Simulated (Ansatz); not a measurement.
Consider vertical spin-state energies of H₄OSi₂, SMILES [SiH]O[SiH3] (the Python package of Ansatz (0.2.0)).

`h4osi2.py`
```python
import ansatz as az
from ase import Atoms

atoms = Atoms(["Si", "O", "Si", "H", "H", "H", "H"], positions=[
    (-1.7388, -1.31, -0.0748),
    (-0.1836, -0.9225, 0.1152),
    (0.7905, 0.3907, 0.2611),
    (-2.2072, -0.5792, -1.3147),
    (0.7703, 1.2125, -0.9703),
    (0.3898, 1.2165, 1.4381),
    (2.2402, -0.0761, 0.4996),
])
h4osi2 = az.Crystal.molecule_from_ase(atoms)

base = (
    h4osi2.calculation()
    .basis(gaussian="pcseg-2")
    .functional("HF")
)
found = {}
for unpaired in [0, 2, 4]:
    r = base.spin("collinear", total=unpaired).run().report
    s = unpaired / 2
    found[unpaired] = r["free_energy_ev"]
    print(f"2S+1 = {unpaired + 1}: E = {found[unpaired]:.5f} eV, <S^2> = {abs(r['mean_field']['state']['spin_squared']):.3f} (pure state {s * (s + 1):.2f})")
lowest = min(found, key=found.get)
for unpaired, e in found.items():
    print(f"multiplicity {unpaired + 1}: {23.060548 * (e - found[lowest]):.1f} kcal/mol above the lowest")
```

Which spin state is lowest at this geometry, and how far above lie the others?

In order: multiplicity 1 (+0.00 eV), multiplicity 3 (+0.93 eV) and multiplicity 5 (+8.46 eV), all at the one geometry.

The output:

```console
$ python h4osi2.py
2S+1 = 1: E = -17827.11905 eV, <S^2> = 0.320 (pure state 0.00)
2S+1 = 3: E = -17826.18481 eV, <S^2> = 2.006 (pure state 2.00)
2S+1 = 5: E = -17818.66303 eV, <S^2> = 6.011 (pure state 6.00)
multiplicity 1: 0.0 kcal/mol above the lowest
multiplicity 3: 21.5 kcal/mol above the lowest
multiplicity 5: 195.0 kcal/mol above the lowest
```

Caveats:
- The settings weren't tested for convergence.
- The geometry is a force-field or estimated start, not a minimum of this method, and the basis set is short of its limit. All parts are taken at fixed geometry, without zero-point energy.
- The expectation value of S² is noticeably off S(S+1) in at least one run, so that state is spin-contaminated.
- Hartree-Fock leaves correlation out, so it favours high-spin states too much.
- Run time: 81 s on 1 thread of AMD EPYC 7R43 64-Core Processor (Zen 3) (shared host), peak memory 0.51 GiB.

(Lines on the test bed's own set-up are left out of the output.)
